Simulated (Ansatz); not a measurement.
Two isomers of C5H10O2: A = `CC(C)(C)OC=O`, B = `CC1CCOCO1`.

Computed with Ansatz on PBE0-D4/def2-TZVP structures; ΔE is electronic, products minus reactants. CCSD(T)/CBS is the MP2 limit (def2-TZVPP, def2-QZVPP) plus CCSD(T) − MP2 in def2-TZVPP, frozen cores. Functionals use def2-TZVPP. B3LYP here is the variant with VWN-RPA as its local correlation; programs differ in this. One conformer a species, not always the lowest.

A:

Z-matrix (Å, degrees):
```
C
C 1 1.517
H 1 1.092 2 110.6
H 1 1.092 2 109.9 3 119.9
H 1 1.092 2 110.6 3 -120.3
C 2 1.519 1 110.7 3 177.5
C 2 1.519 1 110.7 3 -57.3
O 2 1.464 1 102.9 3 60.1
H 6 1.092 2 109.2 1 59.4
H 6 1.092 2 110.4 1 -59.2
H 6 1.089 2 111.5 1 179.5
H 7 1.088 2 111.5 1 -179.5
H 7 1.092 2 109.2 1 -59.4
H 7 1.092 2 110.4 1 59.2
C 8 1.325 2 121.3 1 180.0
O 15 1.198 8 127.9 2 0.0
H 15 1.102 8 108.3 2 -180.0
```

B:

```xyz
17

C    -0.1562    1.4073    1.6511
C     0.1579    0.6349    0.3961
C    -1.0698    0.0382   -0.2752
C    -0.6327   -0.8704   -1.4090
O     0.3100   -1.8167   -0.9484
C     1.4024   -1.1773   -0.3648
O     1.0554   -0.4099    0.7450
H     0.7584    1.8007    2.0979
H    -0.8230    2.2430    1.4274
H    -0.6448    0.7584    2.3813
H     0.6668    1.2954   -0.3276
H    -1.6320   -0.5414    0.4635
H    -1.7205    0.8326   -0.6530
H    -1.4683   -1.4348   -1.8249
H    -0.1864   -0.2729   -2.2206
H     1.8966   -0.5341   -1.1174
H     2.0861   -1.9528   -0.0214
```

(1) Which is lower in electronic energy at CCSD(T)/CBS, and by how much? (An estimate is asked.)

(2) Give E(B) − E(A) in kJ/mol with B2PLYP, r2SCAN-D4, HF/def2-TZVPP, CCSD/def2-TZVPP, CCSD(T)/def2-TZVPP, B3LYP-D4, ωB97M-V. (An estimate is asked.)

Largest T1 diagnostic: 0.013.

Answers

(1) Computed: A, by 68.8 kJ/mol.

(2) Ansatz gave: B2PLYP 78.5, r2SCAN-D4 76.3, HF/def2-TZVPP 69.8, CCSD/def2-TZVPP 65.5, CCSD(T)/def2-TZVPP 70.2, B3LYP-D4 78.5, ωB97M-V 69.5. None reverses the order clearly.

From PBE to PBE0 (25 % exact exchange), in def2-TZVPP and without D4, E(B) − E(A) moves by −13.6 kJ/mol.
